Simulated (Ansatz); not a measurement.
Several settings on one geometry of LiAl₂ (that of the charge 0 doublet, PBE0-D4/def2-TZVP). Ansatz on 4 threads of Arm Neoverse V2 on a shared host; times are rough.

```xyz
3

Al    1.340    0.396    0.516
Al   -0.318    0.654   -1.301
Li   -1.021   -1.049    0.784
```

Totals from different functionals, basis sets or treatments of relativity can't be compared as stabilities.

DK, ANO-RCC and x2c sets are all-electron and run with scalar relativity unless a key says otherwise. The 6-31G sets use Cartesian d functions. Correlated methods freeze 10 core orbitals; core or outer-core shells of Li are correlated, in sets that lack core-valence functions.

The spins typed aren't always the lowest for that charge.

(1) Give the basis size and estimate the energy, ⟨S²⟩ and time of these runs.

```csv
run,method,charge,state,further keys
1,RKS B2GP-PLYP/6-31G,1,singlet,fitting: {mean_field: def2-universal-jkfit}
2,UKS PBE/aug-cc-pVDZ,0,doublet,scf: {omitted_lower_state_checks: [starts]}
3,UKS rPW86-PBE-D3(BJ)/6-31G*,0,doublet,forces asked
4,RKS PBE0-D3(BJ)-ATM/cc-pVTZ-DK,1,singlet,scf: {omitted_lower_state_checks: [starts]}
```

Results:

(1) 
| run | functions | energy (Eh) | ⟨S²⟩ | wall time |
| --- | --- | --- | --- | --- |
| 1 | 35 | -491.6943 | – | 0.35 s |
| 2 | 77 | -492.0260 | 1.00 | 1.5 s |
| 3 | 53 | -492.8594 | 0.96 | 8.5 s |
| 4 | 98 | -492.7446 | – | 1 s |

At RKS B2GP-PLYP/6-31G the restricted singlet is unstable: a solution with broken spin symmetry lies lower. A triplet lies near this restricted singlet, and broken spin symmetry wasn't tried. At UKS PBE/aug-cc-pVDZ, UKS rPW86-PBE-D3(BJ)/6-31G* the charge 0 doublet is spin-contaminated (final ⟨S²⟩ up to 1.00, 0.75 for a pure state).
